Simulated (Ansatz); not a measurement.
# CHAlO (quintet): wave-function methods side by side, def2-QZVPP

One table from this session's results is given with a row withheld; the runs are named, their logs left out.

Method: def2-QZVPP, core rule «outside noble gas», up to 7 orbitals frozen; program: Ansatz 0.2.0, Gaussian basis.

To be run: UHF; ROHF; CCSD(T) on UHF.

8 further runs of the same task are left out: 2 that didn't finish, 6 set aside as unsound or not needed.

## The system

The geometry is a PBE0/def2-TZVP stationary point (not a proven minimum) of the parent state, kept for this charge and spin.

4 atoms, charge 0, spin multiplicity 5.

Atoms are counted from 1 here; the program's logs count them from 0.

Bond lengths: Al1–C2 1.933 Å, C2–O3 1.306 Å, O3–H4 0.968 Å. Angles: Al1–C2–O3 167.9°, C2–O3–H4 112.4°.

The first run:

Contents of in.yaml:

```yaml
crystal:
  periodic: [false, false, false]
  atoms:
    - {symbol: Al, position_ang: [0.000001, -0.162615, 2.220099]}
    - {symbol: C, position_ang: [-0.000032, -0.075678, 0.288964]}
    - {symbol: O, position_ang: [0.000003, -0.291771, -0.998684]}
    - {symbol: H, position_ang: [0.000028, 0.530064, -1.510380]}
basis:
  gaussian: {orbitals: "def2-QZVPP.json"}
magnetization: {spin_polarized: true, initial_magnetization: 4}
hamiltonian: {xc: hf}
output: {orbitals: {seedname: orbitals}}
```

The run is started by

```console
> ansatz run in.yaml --threads 1 --pin off --events-out ev --progress --plain --max-ram 2393MiB
```

Among the steps run: UHF; ROHF; CCSD(T) on UHF.

One table of the session follows, with a row left open; its other results are not shown here.

It belongs to the step «Misses and costs». 

| method | from UCCSD(T) (kJ/mol) |
| --- | --- |
| ROHF | +1169.9 |
| UHF | +1148.8 |
| UMP2 | +90.3 |
| UCCSD | ? |
| UCCSD(T) | 0 |

**Question.** Estimate the row for UCCSD.

As computed: from UCCSD(T) (kJ/mol): +48.0. In the column «from UCCSD(T) (kJ/mol)» it lies between UCCSD(T) (0) and UMP2 (+90.3).
